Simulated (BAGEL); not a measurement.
**A workflow on singlet C2H5Si+**

Wanted: a single-point energy (singlet C2H5Si+, HF/6-31G*), then a single-point energy (doublet C2H5Si, NEVPT2(3,3)/6-31G*), then a single-point energy (doublet C2H5Si, CASPT2(3,3)/6-31G*) of C2H5Si. 

The calculation is run with BAGEL 1.2.2.

## Step 1: The molecule

The species is C2H5Si+ (8 atoms), meant as a singlet with charge +1. SMILES of the parent species: `C=C[SiH2]`. The C2–H6 distance was set to 1.742 Å, away from the relaxed value. That shape belongs to the parent species and isn't relaxed for this state. At this shape a bond of the SMILES string is far longer than usual.

Bond lengths: C1–C2 1.338 Å, C2–Si3 1.837 Å, C1–H4 1.086 Å, C1–H5 1.086 Å, Si3–H7 1.487 Å, Si3–H8 1.487 Å. Angles: C1–C2–Si3 124.1°, C2–C1–H4 121.8°, C2–C1–H5 122.0°, C2–Si3–H7 112.1°, C2–Si3–H8 113.3°, H4–C1–H5 116.2°, H7–Si3–H8 112.2°. A long bond or contact: C2–H6 1.742 Å.

## Step 2: A single-point energy at HF/6-31G(d) (density fitting with svp-jkfit, spherical functions) (run 1)

The input, input.json:

```json
{ "bagel": [

{
  "title": "molecule",
  "basis": "6-31gs.json",
  "df_basis": "svp-jkfit",
  "angstrom": "false",
  "geometry": [
    { "atom": "C", "xyz": [     0.02037125,     1.37199786,    -2.52361208 ] },
    { "atom": "C", "xyz": [     0.11655831,     0.27350006,    -0.24743696 ] },
    { "atom": "Si", "xyz": [     2.46756658,    -2.11209020,     0.66152131 ] },
    { "atom": "H", "xyz": [     1.29555844,     0.83285899,    -4.03917243 ] },
    { "atom": "H", "xyz": [    -1.34098745,     2.84258273,    -2.96543004 ] },
    { "atom": "H", "xyz": [    -1.99687360,     1.30239925,     2.05828969 ] },
    { "atom": "H", "xyz": [     3.68662890,    -3.30375149,    -1.57345778 ] },
    { "atom": "H", "xyz": [     1.47281475,    -4.01636721,     2.47150099 ] }
  ]
},

{ "title": "hf", "charge": 1 },

{ "title": "print", "file": "orbitals.molden", "orbitals": "true" }

]}
```

The basis set 6-31G* is read from a file made from the Basis Set Exchange's data (not shown).

Command:

```sh
$ BAGEL_NUM_THREADS=1 BAGEL input.json > input.out
```

Log:

```text
* using 1 threads per process

  ===============================================================
  ===============================================================

  *** Geometry ***

  { "atom" : "C", "xyz" : [      0.020371,      1.371998,     -2.523612 ] },
  { "atom" : "C", "xyz" : [      0.116558,      0.273500,     -0.247437 ] },
  { "atom" : "Si", "xyz" : [      2.467567,     -2.112090,      0.661521 ] },
  { "atom" : "H", "xyz" : [      1.295558,      0.832859,     -4.039172 ] },
  { "atom" : "H", "xyz" : [     -1.340987,      2.842583,     -2.965430 ] },
  { "atom" : "H", "xyz" : [     -1.996874,      1.302399,      2.058290 ] },
  { "atom" : "H", "xyz" : [      3.686629,     -3.303751,     -1.573458 ] },
  { "atom" : "H", "xyz" : [      1.472815,     -4.016367,      2.471501 ] },

  Number of auxiliary basis functions:      368

  Since a DF basis is specified, we compute 2- and 3-index integrals:
    o Being stored without compression. Storage requirement is 0.009 GB

  Number of basis functions:       56
  Number of electrons      :       31

    * METHOD: MOLECULE                             0.10

  *** RHF ***

  === Nuclear Repulsion ===
    88.6257104555

      * DIIS with orbital gradients will be used.

  === RHF iteration (6-31gs.json) ===
      0       -367.00904551          0.01690860           0.02
      1       -367.09556208          0.00769212           0.02
      2       -367.10982622          0.00228105           0.02
      3       -367.11173875          0.00045807           0.02
      4       -367.11185631          0.00019448           0.02
      5       -367.11188612          0.00005937           0.02
      6       -367.11188875          0.00001357           0.02
      7       -367.11188889          0.00000483           0.02
      8       -367.11188890          0.00000258           0.02
      9       -367.11188890          0.00000086           0.02
     10       -367.11188890          0.00000032           0.02
     11       -367.11188890          0.00000010           0.02
     12       -367.11188890          0.00000004           0.02
     13       -367.11188890          0.00000002           0.02
     14       -367.11188890          0.00000001           0.02
    * SCF iteration converged.

    * Permanent dipole moment:
           (   -0.778697,     0.177198,    -0.305545) a.u.

    * METHOD: HF                                   0.33

    * METHOD: PRINT                                0.01

  ===============================================================
```

Run time: 0.66 s. Hardware: 1 thread of Arm Neoverse V2, shared host; peak memory 0.14 GiB.

## Step 3: Doublet neutral C2H5Si: a single-point energy at NEVPT2(3,3)/6-31G(d) (density fitting with svp-jkfit, spherical functions) (run 2)

The input, nevpt2.json:

```json
{ "bagel" : [

{
  "title" : "molecule",
  "basis" : "6-31gs.json",
  "df_basis" : "svp-jkfit",
  "angstrom" : false,
  "geometry" : [
    { "atom" : "C", "xyz" : [  0.02037125,  1.37199786, -2.52361208 ] },
    { "atom" : "C", "xyz" : [  0.11655831,  0.27350006, -0.24743696 ] },
    { "atom" : "Si", "xyz" : [  2.46756658, -2.11209020,  0.66152131 ] },
    { "atom" : "H", "xyz" : [  1.29555844,  0.83285899, -4.03917243 ] },
    { "atom" : "H", "xyz" : [ -1.34098745,  2.84258273, -2.96543004 ] },
    { "atom" : "H", "xyz" : [ -1.99687360,  1.30239925,  2.05828969 ] },
    { "atom" : "H", "xyz" : [  3.68662890, -3.30375149, -1.57345778 ] },
    { "atom" : "H", "xyz" : [  1.47281475, -4.01636721,  2.47150099 ] }
  ]
},
{
  "title" : "hf",
  "charge" : 1
},
{
  "title" : "casscf",
  "nstate" : 1,
  "nact" : 3,
  "nclosed" : 14,
  "nspin" : 1,
  "active" : [15, 16, 17],
  "maxiter" : 200,
  "natocc" : true
},
{
  "title" : "nevpt2",
  "nstate" : 1,
  "nact" : 3,
  "nclosed" : 14,
  "nspin" : 1,
  "active" : [15, 16, 17],
  "maxiter" : 200,
  "natocc" : true,
  "ncore" : 7
},
{
  "title" : "print",
  "file" : "orbitals.molden",
  "orbitals" : true
}

]}
```

The basis set 6-31G* is read from a file made from the Basis Set Exchange's data (not shown).

Command:

```sh
$ BAGEL_NUM_THREADS=1 BAGEL nevpt2.json > nevpt2.out
```

Log:

```text
* using 1 threads per process

  ===============================================================
  ===============================================================

  *** Geometry ***

  { "atom" : "C", "xyz" : [      0.020371,      1.371998,     -2.523612 ] },
  { "atom" : "C", "xyz" : [      0.116558,      0.273500,     -0.247437 ] },
  { "atom" : "Si", "xyz" : [      2.467567,     -2.112090,      0.661521 ] },
[... 4 lines of this table left out ...]
  { "atom" : "H", "xyz" : [      1.472815,     -4.016367,      2.471501 ] },

  Number of auxiliary basis functions:      368

  Since a DF basis is specified, we compute 2- and 3-index integrals:
    o Being stored without compression. Storage requirement is 0.009 GB

  Number of basis functions:       56
  Number of electrons      :       31

    * METHOD: MOLECULE                             0.10

  *** RHF ***

  === Nuclear Repulsion ===
    88.6257104555

      * DIIS with orbital gradients will be used.

  === RHF iteration (6-31gs.json) ===
      0       -367.00904551          0.01690860           0.02
      1       -367.09556208          0.00769212           0.02
      2       -367.10982622          0.00228105           0.02
[... 11 lines of this table left out ...]
     14       -367.11188890          0.00000001           0.02
    * SCF iteration converged.

    * Permanent dipole moment:
           (   -0.778697,     0.177198,    -0.305545) a.u.

    * METHOD: HF                                   0.34

  ---------------------------
      CASSCF calculation
  ---------------------------

    ==== Active orbitals : =====
         Orbital 15
         Orbital 16
         Orbital 17
    ============================

    * nstate   :      1
    * nclosed  :     14
    * nact     :      3
    * nvirt    :     39
  === CASSCF iteration (6-31gs.json) ===

    * Using the second-order algorithm

      0  0      -367.36042359     1.49e-02      0.01

      1  0      -367.41668901     2.81e-03      0.11
[... 17 lines of this table left out ...]
     10  0      -367.42162675     6.42e-09      0.07

    * Second-order optimization converged. *

     guess   0:   closed 1..                  open .1.

  === FCI iteration ===

      0  0      -367.38006920     5.53e-02      0.00
      1  0      -367.42159563     1.35e-03      0.00
      2  0      -367.42162476     3.22e-04      0.00
[... 4 lines of this table left out ...]
      7  0 *    -367.42162675     3.21e-16      0.00

     * ci vector, state   0, <S^2> = 0.7500
       2a.    -0.9699950846
       .a2    -0.2428573326

    * METHOD: CASSCF                               1.02

    * freezing 7 orbitals

  === DF-NEVPT2 calculation ===

    * 3-index integral transformation done
    * assembly done

      NEVPT2 correlation energy:   -0.2985127874      0.04

          (+0)     -0.2224903606
          (+0)'    -0.0176069150
          (+1)     -0.0145918040
          (+1)'    -0.0001410423
          (+2)     -0.0003724875
          (-1)     -0.0401001288
          (-1)'    -0.0003751430
          (-2)     -0.0028349062

      NEVPT2 total energy:       -367.7201395393

    * METHOD: NEVPT2                               0.08

    * METHOD: PRINT                                0.01

  ===============================================================
```

It took 1.8 s on 1 thread of Arm Neoverse V2, shared host; peak memory 0.14 GiB.

## Step 4: Doublet neutral C2H5Si: the energy at CASPT2(3,3)/6-31G(d) (density fitting with svp-jkfit, spherical functions) (run 3)

The input, calc.json:

```json
{ "bagel": [

{
  "title": "molecule",
  "basis": "6-31gs.json",
  "df_basis": "svp-jkfit",
  "geometry": [
    { "atom": "C", "xyz": [     0.02037125,     1.37199786,    -2.52361208 ] },
    { "atom": "C", "xyz": [     0.11655831,     0.27350006,    -0.24743696 ] },
    { "atom": "Si", "xyz": [     2.46756658,    -2.11209020,     0.66152131 ] },
    { "atom": "H", "xyz": [     1.29555844,     0.83285899,    -4.03917243 ] },
    { "atom": "H", "xyz": [    -1.34098745,     2.84258273,    -2.96543004 ] },
    { "atom": "H", "xyz": [    -1.99687360,     1.30239925,     2.05828969 ] },
    { "atom": "H", "xyz": [     3.68662890,    -3.30375149,    -1.57345778 ] },
    { "atom": "H", "xyz": [     1.47281475,    -4.01636721,     2.47150099 ] }
  ]
},

{ "title": "hf", "charge": 1 },

{ "title": "casscf", "nstate": 1, "nact": 3, "nclosed": 14, "nspin": 1, "active": [15, 16, 17], "maxiter": 200, "natocc": true },

{ "title": "print", "file": "orbitals.molden", "orbitals": true },

{ "title": "smith", "method": "caspt2", "ms": true, "xms": true, "sssr": true, "shift": 0.2, "shift_imag": true, "ncore": 7 }

]}
```

The basis set 6-31G* is read from a file made from the Basis Set Exchange's data (not shown).

Command:

```sh
$ BAGEL_NUM_THREADS=1 BAGEL calc.json > calc.out
```

Log:

```text
* using 1 threads per process

  ===============================================================
  ===============================================================

  *** Geometry ***

  { "atom" : "C", "xyz" : [      0.020371,      1.371998,     -2.523612 ] },
  { "atom" : "C", "xyz" : [      0.116558,      0.273500,     -0.247437 ] },
  { "atom" : "Si", "xyz" : [      2.467567,     -2.112090,      0.661521 ] },
[... 4 lines of this table left out ...]
  { "atom" : "H", "xyz" : [      1.472815,     -4.016367,      2.471501 ] },

  Number of auxiliary basis functions:      368

  Since a DF basis is specified, we compute 2- and 3-index integrals:
    o Being stored without compression. Storage requirement is 0.009 GB

  Number of basis functions:       56
  Number of electrons      :       31

    * METHOD: MOLECULE                             0.10

  *** RHF ***

  === Nuclear Repulsion ===
    88.6257104555

      * DIIS with orbital gradients will be used.

[... 6 lines left out ...]
    * SCF iteration converged.
[... 1 line left out ...]
    * Permanent dipole moment:
[... 28 lines left out ...]
    * Second-order optimization converged. *
[... 11 lines left out ...]
     * ci vector, state   0, <S^2> = 0.7500
[... 16 lines left out ...]
    * Zeroth order energy : state  0       -0.8786121224
[... 3 lines left out ...]
      -------------------------------------------  CASPT2 iteration  ---------------------------------------------------
       #      aibj      arbs      arbi      airj      risj      airs      arst      rist         Etot      error   time
      ------------------------------------------------------------------------------------------------------------------

       0  -0.22171  -0.00355  -0.04268  -0.01589  -0.00054  -0.01646  -0.00043  -0.00015   -0.3014042  0.0016194   0.02
       1  -0.22181  -0.00357  -0.04277  -0.01602  -0.00057  -0.01672  -0.00044  -0.00016   -0.3020547  0.0002427   0.02
       2  -0.22182  -0.00357  -0.04277  -0.01602  -0.00057  -0.01673  -0.00044  -0.00016   -0.3020714  0.0000454   0.02
       3  -0.22182  -0.00357  -0.04277  -0.01602  -0.00058  -0.01673  -0.00044  -0.00015   -0.3020718  0.0000083   0.02
       4  -0.22182  -0.00357  -0.04277  -0.01602  -0.00058  -0.01673  -0.00044  -0.00015   -0.3020719  0.0000014   0.02
       5  -0.22182  -0.00357  -0.04277  -0.01602  -0.00058  -0.01673  -0.00044  -0.00015   -0.3020719  0.0000002   0.02

      ------------------------------------------------------------------------------------------------------------------

    * CASPT2 energy : state  0     -367.7263240035
        w/o shift correction       -367.7236986077
        reference weight              0.8877738525

    * METHOD: SMITH                                0.16

  ===============================================================
```

It took 1.8 s on 1 thread of Arm Neoverse V2, shared host; peak memory 0.14 GiB.

## Step 5: Outcome

| quantity | value |
| --- | --- |
| run 1, HF/6-31G*: total energy | -367.11189 Eh |
| run 1, HF/6-31G*: HOMO energy | -16.14 eV |
| run 1, HF/6-31G*: LUMO energy | -6.45 eV |
| run 1, HF/6-31G*: HOMO–LUMO gap | 9.69 eV |
| doublet neutral C2H5Si, run 2: total energy | -367.72014 Eh |
| doublet neutral C2H5Si, run 3: total energy | -367.72632 Eh |
